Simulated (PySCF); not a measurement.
## Property card for `O=[PH](O)O`

Species: H₃O₃P.
Bonds: O1–P2 (double), P2–O3, P2–O4. Hydrogens: H5 on P2; H6 on O3; H7 on O4.

From GFN2-xTB geometry:

```
Point group of the GFN2-xTB geometry                  : Cs
Rotational constants A, B, C of the GFN2-xTB geometry : 8.274, 7.659, 4.561 GHz
```

**PBE0/pcSseg-1 ground state and GIAO shieldings, non-relativistic (PySCF)**

```
Dipole moment                                               : 0.75 D
HOMO energy                                                 : -8.82 eV
LUMO energy                                                 : 0.97 eV
HOMO–LUMO gap                                               : 9.79 eV
Lowest Hirshfeld atomic charge                              : -0.41 e on O1
Highest Hirshfeld atomic charge                             : +0.50 e on P2
1H chemical shifts (computed TMS as zero) by class          : 6.82 (H5), 3.24 (H6/H7) ppm
Isotropic shieldings of nuclei other than C and H, by class : 167 (O1), 215 (O3/O4), 315 (P2) ppm
Mayer bond orders between heavy atoms                       : O1–P2 1.86, P2–O3 1.07, P2–O4 1.07
```

Monoisotopic mass (most abundant isotopes): 81.9820 u.

The rotational constants make it an asymmetric top with κ = (2B − A − C)/(A − C) = 0.67, nearer the oblate limit (+1). The dipole matches unit charges of opposite sign 0.16 Å apart (1 e·Å = 4.8032 D). A dipole of 0.75 D is allowed in Cs, and pure rotational transitions are dipole-allowed. With B = h/(8π²I), that is 505.379 GHz u Å² over I, the principal moments of inertia are 61.1, 66.0 and 110.8 u Å² (most abundant isotopes); the inertial defect Ic − Ia − Ib is -16.3 u Å² (zero for a rigid planar frame, negative otherwise).

Geometry: GFN2-xTB, one conformer, isolated molecule.

For the NMR shielding job (PBE0/pcSseg-1), time: 4.4 s of wall time. Hardware: one thread, Arm Neoverse V1 (shared host).

The values belong to the conformer `[O:1]=[PH:2]([OH:3])[OH:4]`: H–O3–P2–O1 1°, H–O4–P2–O1 1°.
